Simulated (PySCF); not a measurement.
Field gradients at the hydrogen positions

Compound: C6H11 (charge +1).
Z-matrix (Å and degrees, PBE0-D3(BJ)/def2-SVP geometry), rows numbered from 1:
```
C 
C   1  1.4721
C   2  1.4720  1  117.57
C   2  1.4050  1  123.39  3   179.40
C   4  1.5728  2  119.82  1   -34.06
C   5  1.4401  4   62.78  2   106.87
H   1  1.1023  2  110.20  3   -42.71
H   1  1.1072  2  107.02  3    70.72
H   1  1.0958  2  115.45  3  -168.27
H   3  1.0978  2  113.21  1  -155.78
H   3  1.1101  2  105.94  1    87.34
H   3  1.0990  2  112.61  1   -28.22
H   4  1.0919  2  117.09  1   177.62
H   5  1.0934  4  110.96  6   113.72
H   5  1.0925  4  115.82  6  -112.33
H   6  1.0925  4  115.77  5   112.22
H   6  1.0933  4  111.03  5  -113.73
```

Level: PBE0/pcSseg-1 (PySCF, non-relativistic); Q(2H) = 0.00286 b; rigid geometry, the same for H and D, with no vibrational averaging.

Question: Rank these positions by the coupling χzz of a deuteron there, largest first.
A. H11 (methyl hydrogen)
B. H9 (methyl hydrogen)
C. H7 (methyl hydrogen)

Answer: B (195 kHz), C (188 kHz), A (182 kHz).

Question: Tabulate Vzz, the asymmetry η and χzz = 234.96 MHz × Q × Vzz for every hydrogen position.

Answer: 
```
atom  bonded to  bond length (Å)  Vzz (au)     η  χzz (kHz)
  H7         C1            1.102    0.2800  0.05        188
  H8         C1            1.107    0.2739  0.04        184
  H9         C1            1.096    0.2905  0.05        195
 H10         C3            1.098    0.2860  0.05        192
 H11         C3            1.110    0.2708  0.04        182
 H12         C3            1.099    0.2840  0.05        191
 H13         C4            1.092    0.2913  0.12        196
 H14         C5            1.093    0.2921  0.06        196
 H15         C5            1.093    0.2954  0.07        198
 H16         C6            1.092    0.2952  0.07        198
 H17         C6            1.093    0.2923  0.06        196
```

Question: How does χzz go with the bond length over the 11 C–H bonds?

Answer: A straight-line fit has a slope of -8.9 kHz for each 0.01 Å, with a correlation coefficient of -0.99, over lengths from 1.092 to 1.110 Å. The longer bonds have the smaller couplings here.

Question: A static deuteron (I = 1) shows a doublet split by (3/2)χ, (3/4)χ(1 + η) and (3/4)χ(1 − η) with the field along z, y and x of the gradient. What are these for H17?

Answer: With |χ| = 196.5 kHz and η = 0.061: 295, 156 and 138 kHz, to first order and without motion.

Geometry: PBE0-D3(BJ)/def2-SVP, one conformer, isolated ion. The basis is small and wasn't made for field gradients, so the couplings can be 20 % off.
